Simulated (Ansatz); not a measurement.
Trimethylsilane. Total charge 0; spin multiplicity 1.

Z-matrix (Å, degrees):
```
C
Si 1 1.874
H 1 1.093 2 111.1
H 1 1.093 2 111.2 3 120.1
H 1 1.094 2 110.9 3 -119.9
C 2 1.874 1 110.3 3 -178.9
C 2 1.874 1 110.3 3 58.9
H 2 1.494 1 108.6 3 -60.0
H 6 1.093 2 111.1 1 179.0
H 6 1.094 2 110.9 1 -61.1
H 6 1.093 2 111.1 1 58.9
H 7 1.093 2 111.2 1 -58.8
H 7 1.094 2 110.9 1 61.1
H 7 1.093 2 111.1 1 -178.9
```

(1) List the harmonic frequencies (cm⁻¹, unscaled) at PBE0-D4/def2-TZVP in Ansatz. (An estimate is asked.)

(2) Is this a minimum?

(3) Give the ideal-gas thermochemistry at 298.15 K and 1 bar (rigid rotor, harmonic oscillator; point group C3v, symmetry number 3).

(4) And at 400, 500, 600, 800 and 1000 K?

Results:

(1) Ansatz gave: 148, 165, 165, 202, 202, 240, 612, 613, 626, 674, 717, 717, 847, 847, 867, 912, 912, 1272, 1273, 1282, 1442, 1446, 1446, 1456, 1456, 1464, 2180, 3046, 3046, 3046, 3126, 3126, 3128, 3132, 3133, 3133.

(2) Yes, all 36 modes are real.

(3) Zero-point energy 311.6 kJ/mol; H(298) − E = 333.7 kJ/mol; entropy 331.4 J/(mol·K), of which translation 162.6, rotation 98.4, vibration 70.5; G(298) − E = 234.9 kJ/mol.

(4) 
| T (K) | H − E (kJ/mol) | S (J/mol/K) | G − E (kJ/mol) |
| --- | --- | --- | --- |
| 400 | 347.2 | 370.0 | 199.2 |
| 500 | 362.9 | 405.1 | 160.4 |
| 600 | 380.8 | 437.5 | 118.3 |
| 800 | 421.5 | 495.9 | 24.8 |
| 1000 | 467.5 | 547.1 | -79.6 |
